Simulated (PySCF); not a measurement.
Compound: CH₄.
Structure used (PBE0-D3(BJ)/def2-TZVP), in Å, numbered top down from 1:
```
atom  x, y, z in Å
C1     0.0065   -0.0063   -0.0079
H2     0.8850   -0.1762   -0.6296
H3    -0.4913   -0.9561    0.1847
H4    -0.6793    0.6650   -0.5240
H5     0.3116    0.4421    0.9371
```

Linear response at PBE0/aug-cc-pVTZ (PySCF, frozen core in the response, non-relativistic). Geometry: PBE0-D3(BJ)/def2-TZVP; no solvent, vibrations or thermal averaging.

Static isotropic polarisability: 16.90 au (2.50 Å³), principal values 16.9, 16.9, 16.9 au.

**Question.** What is the polarisability at 1064 nm and at the sodium D line?

**Answer.** 17.01 au at 1064 nm (+0.7 %), 17.27 au at 589.3 nm (+2.2 %). The rise at 589.3 nm is 3.32 times that at 1064 nm; a pure ω² law gives 3.26. The lowest singlet lies at 126 nm, shorter than both wavelengths.

**Question.** What is the isotropic C6 coefficient between two such molecules, C6 = (3/π)∫α(iω)² dω?

**Answer.** 124.9 au (Eh·bohr⁶) by a ten-point quadrature over imaginary frequencies, which is 74.6 eV·Å⁶ or 7.2 J·nm⁶/mol.

**Question.** Which effective excitation energy ω̄ makes London's formula C6 = (3/4)α²ω̄ exact here?

**Answer.** ω̄ = 4·C6/(3α²) = 0.583 Eh = 15.9 eV. A one-pole form α(ω) = α/(1 − ω²/ω̄²) fitted to the 1064 nm value gives 14.4 eV.

**Question.** What molar refraction at the D line follows from R = (4π/3)·N_A·α′, with α′ the polarisability volume?

**Answer.** α′ = 2.56 Å³ gives R = 6.46 cm³/mol, for isolated, non-vibrating species.

**Question.** How anisotropic is the static polarisability, by Δα² = ½[(α1 − α2)² + (α2 − α3)² + (α3 − α1)²]?

**Answer.** Δα = 0.0 au, or 0.00 of the isotropic value.

**Question.** What n − 1 at the D line would an ideal gas of it have at 273.15 K and 1 atm (2.6868 × 10¹⁹ cm⁻³), by n − 1 = 2π·N·α′?

**Answer.** 4.32 × 10⁻⁴, a formal value whether or not that pressure can be reached.

**Question.** What does −C6/R⁶ come to at R = 8 Å between centres?

**Answer.** -27 J/mol. This is the leading, orientation-averaged term; C8 and higher terms are left out.

**Question.** The lowest 10 singlets have (eV, f): 9.84, 0.096; 9.84, 0.096; 9.84, 0.096; 10.86, 0.012; 10.86, 0.012; 10.86, 0.012; 10.91, 0.000; 10.91, 0.000; 10.94, 0.000; 10.94, 0.000. What share of the static polarisability do they carry in the sum over states α = Σ f/ω²?

**Answer.** 2.44 au, 14.4 % of α; the largest term, 0.74 au, is that of the state at 9.84 eV. Their oscillator strengths add up to 0.33. Higher states carry the rest.

Hardware: Arm Neoverse V1, one thread, shared host with 32 logical CPUs at a one-minute load of 20. Cost: 2.3 s, 0.41 GiB resident at most. This is the whole response run at PBE0/aug-cc-pVTZ, SCF included.
